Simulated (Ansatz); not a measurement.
Computed with Ansatz on PBE0-D4/def2-TZVP structures; ΔE is electronic, products minus reactants. CCSD(T)/CBS is the MP2 limit (def2-TZVPP, def2-QZVPP) plus CCSD(T) − MP2 in def2-TZVPP, frozen cores. This one scheme is used for every species.

Reaction (substitution at a C–C bond): `C#CC(C)(C)C` + CH₃OH → `COC(C)(C)C` + acetylene

| species | HF/def2-QZVPP energy (Eh) |
| --- | --- |
| `C#CC(C)(C)C` | -233.06824 |
| CH₃OH | -115.10098 |
| `COC(C)(C)C` | -271.29718 |
| `C#C` | -76.85571 |

Work out ΔE.

ΔE = (-271.29718) + (-76.85571) − (-233.06824) − (-115.10098) = 0.01633 Eh = +10.2 kcal/mol. CCSD(T)/CBS gives +9.6 kcal/mol.

Largest T1 diagnostic among the species: 0.013.

At CCSD(T), def2-SVP lies −1.6 kcal/mol from the extrapolated value and def2-TZVPP −0.2 kcal/mol. Leaving LDA and LC-ωPBE aside and taking each functional with its dispersion term where it has one, the values, not all of them listed here, spread over 2.7 kcal/mol, from CAM-B3LYP-D4 to PBE-QIDH. LDA lies −2.3 kcal/mol from PBE without D4.
